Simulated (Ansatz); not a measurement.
fcc Au was calculated with LDA (plane waves, PAW; Ansatz, a quantum-chemistry and plane-wave program).

Run with plane-wave cutoff 520 eV, 24×24×24 k mesh, Fermi–Dirac smearing 0.05 eV, scalar-relativistic PAW data made under PBE.

Cell (relaxed at this level):

```
CELL_PARAMETERS angstrom
      0.00000     2.02373     2.02373
      2.02373     0.00000     2.02373
      2.02373     2.02373     0.00000
ATOMIC_POSITIONS crystal
  Au 0.00000 0.00000 0.00000
```

Q: Predict the bulk modulus and pressure derivative B′ of the bulk modulus.

A: 
* **bulk modulus**: 194 GPa
* **pressure derivative B′ of the bulk modulus**: 5.8

The run finds no gap.

Measured, for comparison: bulk modulus 182 GPa (0 K value with the zero-point phonon effect removed, our sources range from 175 to 182; as tabulated in Mejia-Rodriguez and Trickey (2018), arXiv:1807.09216). Computed (rounded) less measured: bulk modulus +7 % (+7 % to +11 % over the range).

Spin–orbit coupling is not included; it can shift volumes and moduli of such heavy elements.
